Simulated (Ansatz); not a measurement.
Ansatz (a first-principles code) input (CCSD(T)/aug-cc-pVDZ):

Ansatz 0.2 input:
```yaml
crystal:
  periodic: [false, false, false]
  atoms:
    - {symbol: O, position_ang: [-0.00000000, -0.00000000, -0.10852476]}
    - {symbol: H, position_ang: [0.00000000, 0.00000000, 0.86819804]}
basis:
  gaussian:
    orbitals: aug-cc-pVDZ
magnetization: {spin_polarized: true, initial_magnetization: 1}
correlation: {method: ccsd_t, electrons: outside_noble_gas}
output: {forces: true}
```

End of the output:

```
integrals: 0.01 GiB planned
302 factors; integrals over basis functions are off by at most 9.6e-4 eV
mean field: 0.05 GiB planned
mean field evaluation 1: about -2051.3491 eV, gradient 1.1e1 eV
mean field evaluation 2: about -2051.3487 eV, gradient 1.1e1 eV
mean field evaluation 4: about -2051.8243 eV, gradient 1.1e0 eV
mean field evaluation 8: about -2051.8312 eV, gradient 6.0e-4 eV
mean field evaluation 16: about -2048.2560 eV, gradient 1.8e1 eV
mean field evaluation 32: about -2051.8309 eV, gradient 1.3e-1 eV
mean field -2051.83118723 eV, -75.4034053497 hartree, gradient 2.1e-6 eV, S^2 0.756653; 2 other end points of the search recorded, 0 dependent functions left out
1 core orbitals not correlated
reference -2051.83118723 eV, -75.4034053497 hartree; 4, 3 occupied and 27, 28 virtual orbitals, 302 factors
densities: 0.09 GiB planned
second order -4.41270135 eV of doubles, -0.00000000 eV of singles
coupled cluster: 0.08 GiB planned
cycle   1  -4.68831722 eV  change   -2.8e-1 eV  update   4.3e-2
cycle   2  -4.79324822 eV  change   -1.0e-1 eV  update   1.3e-2
cycle   3  -4.82373720 eV  change   -3.0e-2 eV  update   6.9e-3
cycle   4  -4.82330181 eV  change    4.4e-4 eV  update   2.3e-3
cycle   5  -4.82347713 eV  change   -1.8e-4 eV  update   9.5e-4
cycle   6  -4.82413154 eV  change   -6.5e-4 eV  update   3.6e-4
cycle   7  -4.82419592 eV  change   -6.4e-5 eV  update   1.0e-4
cycle   8  -4.82419182 eV  change    4.1e-6 eV  update   3.3e-5
cycle   9  -4.82419033 eV  change    1.5e-6 eV  update   1.4e-5
cycle  10  -4.82418970 eV  change    6.3e-7 eV  update   5.0e-6
cycle  11  -4.82418967 eV  change    3.3e-8 eV  update   1.8e-6
perturbative correction -0.09199105 eV, -0.0033806087 hartree
the calculation of the forces begins
Total energy: -2056.74736795 eV, -75.5840716588 hartree
Atom 0 at    -0.000000    -0.000000    -0.108525 Å, force    -0.000000     0.000000    -0.135495 eV/Å
Atom 1 at     0.000000     0.000000     0.868198 Å, force    -0.000000    -0.000000     0.135495 eV/Å
Dipole moment:     0.000000     0.000000     0.339822 e Å
```
